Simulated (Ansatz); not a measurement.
**CH2AlN: short molecular-dynamics run, by script**

How does CH2AlN move over a short run? Wanted for CH2AlN: a short molecular-dynamics run. SMILES: N#[C][AlH2].

All numbers are computed with Ansatz 0.2.0 through its Python package. Level of theory: Hartree-Fock/def2-SVP.

### Step 1. Starting point

Bond lengths: N1–C2 1.219 Å, C2–Al3 1.968 Å, Al3–H4 1.506 Å, Al3–H5 1.598 Å. Angles: N1–C2–Al3 178.7°, C2–Al3–H4 119.6°, C2–Al3–H5 118.5°, H4–Al3–H5 121.5°.

The script holds or builds the structure itself.

### Step 2. The script

The input, md_ch2aln.py:

```python
"""A short Born-Oppenheimer trajectory of CH2AlN."""

import ansatz
from ase import Atoms
import numpy as np


def main() -> None:
    atoms = Atoms(["N", "C", "Al", "H", "H"], positions=[
        [1.441, -1.405, 1.4268],
        [0.7124, -0.711, 0.7386],
        [-0.4514, 0.3868, -0.4078],
        [-1.5963, -0.259, -1.1423],
        [-0.0558, 1.9145, -0.6567],
    ])
    system = ansatz.Crystal.molecule_from_ase(atoms)

    base = (
        system.calculation()
        .basis(gaussian="def2-SVP")
        .functional("hf")
        .md("nve", timestep=0.5, steps=20, temperature=300, initial_velocities="maxwell_boltzmann", seed=16)
    )
    frames = []
    result = base.session().plan().execute(on_event=lambda e: frames.append(e["data"]) if e["event"] == "md_step" else None)
    print("t (fs)   E_pot (eV)      E_kin (eV)   T (K)   d(0-1) (A)")
    for f in frames[::2]:
        xyz = np.array(f["positions_ang"])
        print(f"{f['time_fs']:6.2f} {f['lagrangian_ev']:14.5f} {f['e_kin_ev']:10.5f} {f['temperature_k']:8.1f} {np.linalg.norm(xyz[0] - xyz[1]):9.4f}")
    kept = np.array([f["conserved_ev"] for f in frames])
    print(f"conserved energy moves by at most {1000 * np.ptp(kept):.3f} meV")


if __name__ == "__main__":
    main()
```

### Step 3. The calls as engine input

The package turns the script's settings into the engine's input:

```yaml
crystal:
  periodic: [false, false, false]
  atoms:
    - { symbol: "N", position_ang: [1.441, -1.405, 1.4268] }
    - { symbol: C, position_ang: [0.7124, -0.711, 0.7386] }
    - { symbol: Al, position_ang: [-0.4514, 0.3868, -0.4078] }
    - { symbol: H, position_ang: [-1.5963, -0.259, -1.1423] }
    - { symbol: H, position_ang: [-0.0558, 1.9145, -0.6567] }
basis:
  gaussian:
    orbitals: def2-SVP
hamiltonian:
  xc: hf
md:
  timestep: 0.5
  n_steps: 20
  ensemble: nve
  temperature: 300.0
  initial_velocities: maxwell_boltzmann
  seed: 16
```

### Step 4. Launch

The run is started by

```
$ python md_ch2aln.py
```

Without the output at hand: what should come out? Wanted: total energy; dipole moment; mean temperature, second half; farthest move; largest change of the conserved energy.

**Answer**, as computed:

| quantity | value |
| --- | --- |
| total energy | -9122.3125 eV |
| dipole moment | 3.80 D |
| length of the run | 20 steps, 10 fs |
| mean temperature, second half | 775 K |
| farthest move | 0.16 Å |
| largest change of the conserved energy | 1.00 meV/atom |

The temperature swings between 292 and 1267 K, with a mean of 775 K in the second half; 5 atoms fluctuate widely. The conserved energy stays within 1.00 meV/atom, so the time step holds. A run of 10 fs is far too short for averages. What to keep in mind:
- The trajectory is only some femtoseconds long, and gives no averages; where the script doesn't relax first, it starts from a rough generated geometry.
- The temperature counts the internal degrees of freedom alone.
